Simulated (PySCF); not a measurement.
CH₄, SMILES C (connectivity only; charge and spin as stated), charge +1, multiplicity 2.

Geometry optimised at B3LYP-D3(BJ)/def2-TZVPD. The spin state was assumed, not searched.

Two levels are set side by side: PBE/def2-TZVPD (PySCF) and ωB97X/def2-TZVPD (PySCF). Same geometry, gas phase. Differences are taken from unrounded values.

```csv
quantity,ωB97X,PBE,PBE minus ωB97X
α-spin orbital gap (eV),16.99,9.41,-7.58
β-spin orbital gap (eV),12.14,4.43,-7.70
mean polarisability (bohr³),12.6,12.8,0.1
```

Rough cost on one machine, each run with all the roots and properties that it gave: ωB97X against PBE within a factor of 2.
